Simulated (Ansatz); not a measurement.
A structure relaxed at PBE0-D4/def2-TZVP, charge 0, multiplicity 1:

Cartesian coordinates in Å:
```
O -1.459 0.310 -0.074
B -0.130 0.342 0.163
S 0.958 -1.002 -0.381
H -1.774 -0.467 -0.545
H 0.314 1.284 0.744
H 2.091 -0.467 0.094
```

Question: Give its formula and SMILES.

Answer: BH3OS, `OBS`.

Question: Point group (tolerance 0.08 Å, 0.16 Å for H)?

Answer: Cs.

Question: Summarise the bond lengths by kind.

Answer: 1 × B–O 1.351 Å; 1 × H–O 0.961 Å; 1 × B–S 1.813 Å; 1 × B–H 1.193 Å; 1 × H–S 1.340 Å.

All numbers were calculated with Ansatz.
